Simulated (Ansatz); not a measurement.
Molecule: methoxyethane, C$_{3}$H$_{8}$O, net charge 0, singlet state. SMILES: CCOC
Geometry: optimised at B3LYP-D3(BJ)/def2-TZVP (Ansatz, a first-principles code).

Quantity: size of the dipole moment, in D. Conventions: dispersion terms only where a functional's name holds one; spin-orbit terms left out; 6-311+G** with 5d; 6-31G* and kin with 6d, 5d where marked; non-relativistic. Ab initio and DFT rows: single points at B3LYP-D3(BJ) geometries (Ansatz).

Measured values: NIST CCCBDB, as tabulated in the package chemicals; dipoles are vibrational averages and may belong to another conformer or a mix. 

Value to compare with, the measured value: 1.23 D.

```
level           program  size of the dipole moment (D)  error
--------------  -------  -----------------------------  -----
PBE/STO-3G       Ansatz                           0.95  -0.28
PBE/3-21G        Ansatz                           1.16  -0.07
PBE/6-311+G**    Ansatz                           1.23   0.00
B3LYP/6-31G*     Ansatz                           1.15  -0.08
B3LYP/6-31+G*    Ansatz                           1.34   0.11
B3LYP/def2-SVP   Ansatz                           1.17  -0.06
PBE0/6-311+G**   Ansatz                           1.33   0.10
```

Among the 7 habitual levels, PBE/STO-3G lies farthest from the measured value (-0.28 D) and PBE/6-311+G** nearest (0.00); 2 of 7 lie above it, and their mean absolute error is 0.10 D, the median 0.08. One case shows no general order.

The levels are drawn from those run, B3LYP/6-31G* more often than the rest, none by its result; runs whose electronic state is in doubt are left out.
